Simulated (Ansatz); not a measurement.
Geometry optimisation, RKS PBE-D4/STO-3G (Ansatz 0.2.0).

Input file:

```yaml
crystal:
  periodic: [false, false, false]
  atoms:
    - { symbol: C, position_ang: [-2.4395, 0.1149, 0.4064] }
    - { symbol: C, position_ang: [-1.36, 0.0347, 0.0092] }
    - { symbol: C, position_ang: [-0.0009, -0.1127, -0.4738] }
    - { symbol: C, position_ang: [0.3417, 0.767, -1.6927] }
    - { symbol: O, position_ang: [0.9582, 0.3076, 0.5284] }
    - { symbol: C, position_ang: [1.1344, -0.6314, 1.5762] }
    - { symbol: H, position_ang: [-3.463, 0.2774, 0.7428] }
    - { symbol: H, position_ang: [0.2744, -1.1406, -0.7357] }
    - { symbol: H, position_ang: [-0.3989, 0.4991, -2.4682] }
    - { symbol: H, position_ang: [0.1164, 1.8188, -1.4359] }
    - { symbol: H, position_ang: [1.2922, 0.6562, -2.0138] }
    - { symbol: H, position_ang: [1.8861, -0.2455, 2.3047] }
    - { symbol: H, position_ang: [0.1498, -0.8022, 2.098] }
    - { symbol: H, position_ang: [1.4962, -1.5724, 1.1832] }
basis:
  gaussian: { orbitals: STO-3G }
hamiltonian:
  xc: pbe
  dispersion: d4
relax:
  f_tol: 0.02
  max_steps: 40
output:
  orbitals: {}
```

Run as:

```bash
$ ansatz run input.yaml --threads 1 --pin off --max-ram 2048MiB --backend cpu --events-out ev --progress --plain --runs-dir out
```

Task: Where does it end, and by what steps?

Result: The forces met the threshold. Limits of this set-up: minimal basis. After 7 steps the energy has fallen by 0.910 eV; H14 moved furthest, 0.21 Å. The start is strongly strained (largest force component 9 eV/Å).

```csv
step,energy less start (eV),largest force component (eV/Å),accepted
0,0.0000,8.554,yes
1,-0.8577,2.172,yes
2,-0.9001,0.647,yes
3,-0.9063,0.145,yes
4,-0.9083,0.074,yes
5,-0.9089,0.053,yes
6,-0.9093,0.036,yes
7,-0.9095,0.010,yes
```

```xyz
14
Properties=species:S:1:pos:R:3
C -2.437 0.088 0.475
C -1.315 -0.015 0.018
C 0.100 -0.106 -0.501
C 0.302 0.816 -1.751
O 1.106 0.342 0.503
C 1.074 -0.633 1.614
H -3.443 0.176 0.876
H 0.292 -1.177 -0.797
H -0.394 0.519 -2.557
H 0.110 1.870 -1.480
H 1.342 0.721 -2.115
H 1.840 -0.293 2.344
H 0.080 -0.670 2.123
H 1.329 -1.669 1.276
```

Whether the end is a true minimum wasn't checked by a vibrational analysis.

The run took 25 s on 1 thread of Arm Neoverse V1, on a shared host, peak memory 0.11 GiB.
